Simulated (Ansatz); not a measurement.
Basis-set extrapolation for C4H6F2, SMILES `C/C(=C/F)CF` (PBE0-D4/def2-TZVP geometry, frozen core, the Gaussian-basis code of Ansatz). Multiplicity 1, RHF reference.

```tsv
	def2-TZVPP	def2-QZVPP
HF	-353.958873	-353.974520
MP2 correlation	-1.157230	-1.248093
CCSD(T) correlation	-1.237067	not run
```

Energies in hartree. Use E(X) = E(∞) + A·exp(−7.88·√X) for Hartree–Fock and E(X) = E(∞) + B·X^(−2.97) for correlation, with X = 3 and 4, and add CCSD(T) minus MP2 of the smaller set to the MP2 limit.

What is the CCSD(T) energy at the basis-set limit?

HF limit: -353.974520 + (-0.015647) × 0.13774 = -353.97668. MP2 limit: -1.248093 + (-0.090863) × 0.74074 = -1.31540. Higher-order term: -1.237067 − (-1.157230) = -0.07984. Total: -355.37192 hartree, 462.0 kJ/mol below CCSD(T)/def2-TZVPP.
